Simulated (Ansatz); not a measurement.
SiH2 (SMILES [SiH2]) moved off its minimum; all values from Ansatz (a quantum-chemistry and plane-wave program), cores frozen in correlated methods.
(charge 0, multiplicity 1)
```xyz
3

Si     0.0361    -0.0258     0.1377
H     -0.1399    -1.1092    -0.8728
H     -0.1106     1.0638    -0.8777
```

```
level                    largest force (eV/Å)  on atom  rms difference from CCSD(T)/aug-cc-pV(T+d)Z (eV/Å)  dipole (D)
-----------------------  --------------------  -------  --------------------------------------------------  ----------
HF/def2-TZVPP                            0.34      Si1                                               0.111        0.35
PBE/def2-TZVPP                           1.08      Si1                                               0.205        0.29
r2SCAN/def2-TZVPP                        0.80      Si1                                               0.078        0.34
B3LYP/def2-TZVPP                         0.72      Si1                                               0.045        0.20
wB97M-V/def2-TZVPP                       0.62      Si1                                               0.035        0.13
MP2/aug-cc-pV(T+d)Z                      0.48      Si1                                               0.066        0.28
CCSD(T)/aug-cc-pV(T+d)Z                  0.61      Si1                                               0.000        0.24
```

The differences count from one level among others, with limits of its own. Forces at CCSD(T)/aug-cc-pV(T+d)Z (eV/Å):

| atom | Fx | Fy | Fz |
|---|---|---|---|
| Si1 | 0.096 | 0.057 | 0.595 |
| H2 | -0.056 | -0.289 | -0.324 |
| H3 | -0.040 | 0.232 | -0.271 |

Doubts at one or more of the structures used: a restricted determinant that unrestricted orbitals would lower (MP2/aug-cc-pV(T+d)Z, CCSD(T)/aug-cc-pV(T+d)Z).
